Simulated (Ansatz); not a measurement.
`CN=C(F)F` + H₂O → `C/N=C(/O)F` + H–F at 298.15 K and 1 bar (formal hydrolysis of a C–F bond).

Computed with Ansatz on PBE0-D4/def2-TZVP structures; ΔE is electronic, products minus reactants. CCSD(T)/CBS adds triple-zeta CCSD(T) − MP2 to the extrapolated MP2 energy (def2 sets, frozen cores). This one scheme is used for every species. One conformer a species, not always the lowest.

```
     species  CCSD(T)/CBS energy (Eh)  H − E (kJ/mol)  S (J/(mol·K))
  `CN=C(F)F`               -332.16434           157.9          303.6
         H₂O                -76.37941            66.4          188.7
`C/N=C(/O)F`               -308.16083           192.1          307.0
         H–F               -100.39570            33.5          173.6
```

H − E and S are ideal-gas, rigid-rotor, harmonic terms from PBE0-D4/def2-TZVP, for one conformer and one mirror image of each species. 1 Eh = 2625.50 kJ/mol, R = 8.31446 J/(mol·K).

By hand: ΔE, ΔH, ΔS and ΔG.

ΔE = (-308.16083) + (-100.39570) − (-332.16434) − (-76.37941) = -0.01278 Eh = -33.6 kJ/mol. Δ(H − E) = 192.1 + 33.5 − 157.9 − 66.4 = 1.3, so ΔH = -32.3 kJ/mol. ΔS = 307.0 + 173.6 − 303.6 − 188.7 = -11.7 J/(mol·K). ΔG = -32.3 − 298.15 × (-11.7)/1000 = -28.8 kJ/mol.

By hand: the equilibrium constant, and the temperature at which ΔG would vanish if ΔH and ΔS stayed fixed.

log₁₀ K = −ΔG/(RT ln 10) = 5.0. ΔG = 0 at ΔH/ΔS = 2761 K, far beyond where these terms or the molecules hold.

The number of gas molecules stays the same, so ΔS is small and ΔH decides. A doubt of 5 kJ/mol in ΔE shifts log₁₀ K by 0.9 here. Other conformers and mirror images would add mixing entropy, several J/(mol·K) or more a flexible species. These are equilibria of isolated gas molecules and say nothing of rates. Largest T1 diagnostic: 0.012 (customary marks: 0.02 for closed shells, 0.045 for open ones).
